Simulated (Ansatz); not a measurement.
# Isomers

Structures of BSiH$_{4}$O (charge +1), singlet, relaxed at PBE0-D4/def2-TZVP (vibrations not checked; lower isomers may exist, and structures with a doubtful reference or unclear bonds are left out). Program: Ansatz 0.2.0. Basis: def2-TZVPP. Cores are frozen in the correlated methods. B3LYP uses VWN-RPA correlation.

Rank them by CCSD(T) energy, lowest first, and give each one's height above the lowest. Links in brackets join atoms within 1.22 times the sum of their covalent radii (1.1 for two metals). (To be estimated.)
A.
BSiH₄O ([BH2][Si][OH2]), total charge +1
```
7
angstrom
B -1.1501 0.2687 -0.4538
Si 0.4542 0.3427 0.8033
O 1.4512 -0.8861 -0.2055
H -2.0427 -0.4990 -0.2491
H -1.2562 1.0580 -1.3447
H 1.2293 -1.3568 -1.0248
H 2.3426 -1.1302 0.0902
```
B.
BSiH₄O ([OH][B][SiH3]), total charge +1
```
7
angstrom
O -1.3595 0.2000 -0.8752
B -0.3649 0.1176 -0.1648
Si 1.2818 -0.0199 1.0113
H -2.1387 0.2616 -1.4363
H 1.8345 -1.3400 0.6453
H 0.7193 0.0718 2.3740
H 2.0878 1.1414 0.5827
```
C.
BSiH₄O ([OH][BH][SiH2]), total charge +1
```
7
angstrom
O -1.4014 0.5148 -0.6953
B -0.4094 -0.3433 -0.5435
Si 0.9847 0.1914 0.8696
H -2.0772 0.2968 -1.3522
H -0.2324 -1.3743 -1.1214
H 0.9155 -0.2287 2.2872
H 2.2202 0.9434 0.5556
```

Computed: B (0.00 kcal/mol), C (15.68 kcal/mol), A (50.39 kcal/mol). Heights count from the lowest.

Do PBE-D4, r2SCAN-D4, PBE0-D4, B3LYP-D4, wB97M-V, HF, MP2 give the same order? (Judge from chemistry; the calculation decides.)

By the calculation: All do.

T1 diagnostic: at most 0.016. The restricted Hartree–Fock reference is unstable towards an unrestricted one at one or more of these structures.

For scale, one of the runs: CCSD(T)/def2-TZVPP, 160 basis functions, launched by `ansatz run in.yaml --threads 2 --pin off --events-out ev --progress --plain --max-ram 4352MiB`. Hardware: 2 CPU threads of an Arm Neoverse V2, shared host. Wall time 15 s; peak host memory 1.1 GiB.
